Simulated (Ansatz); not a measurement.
# [CH3···H···NH], triplet: transfer scan

Starting geometry:

```xyz
7

C    -1.1618    0.0326    0.0000
H    -1.5250    1.0599    0.0000
H    -1.5250   -0.4811    0.8897
H    -1.5250   -0.4811   -0.8897
H    -0.0722    0.0326    0.0000
N     1.2232    0.0326    0.0000
H     1.4923   -0.9716    0.0000
```

From there H5 is moved from one fragment to the other while all else, the fragments' distance too, stays fixed; atoms are numbered as listed. Energies are in eV, counted from the starting geometry at the same level. Kohn–Sham curves are unrestricted where that lies lower.

Basis cc-pVDZ; Ansatz 0.2.0. Correlated methods freeze the noble-gas cores. Prefix R: restricted or restricted open-shell reference; prefix U: unrestricted.

In so small a basis the reference is far from its limit while semilocal and hybrid functionals are nearer theirs (RPA and double hybrids share much of the reference's basis error), so the functionals' errors here hold much of the reference's basis and frozen-core error, which can add to them or hide them.

Full CI isn't at hand for all of this; UCCSDT(Q) serves as the reference, and is uncertain by about the last step of the cluster series.

| distance C1-H5 (Å) | UCCSDT(Q) | PBE | r2SCAN | PBE0 | B3LYP | wB97X-V | wB97M-V | B2PLYP | RPA-PBE |
| --- | --- | --- | --- | --- | --- | --- | --- | --- | --- |
| 1.090 | 0.000 | 0.000 | 0.000 | 0.000 | 0.000 | 0.000 | 0.000 | 0.000 | 0.000 |
| 1.126 | 0.018 | -0.026 | -0.015 | -0.006 | -0.005 | 0.003 | 0.007 | 0.006 | 0.002 |
| 1.199 | 0.107 | -0.006 | 0.017 | 0.044 | 0.045 | 0.066 | 0.076 | 0.073 | 0.067 |
| 1.272 | 0.220 | 0.082 | 0.098 | 0.138 | 0.138 | 0.164 | 0.179 | 0.171 | 0.175 |
| 1.345 | 0.359 | 0.244 | 0.235 | 0.282 | 0.281 | 0.303 | 0.320 | 0.307 | 0.333 |
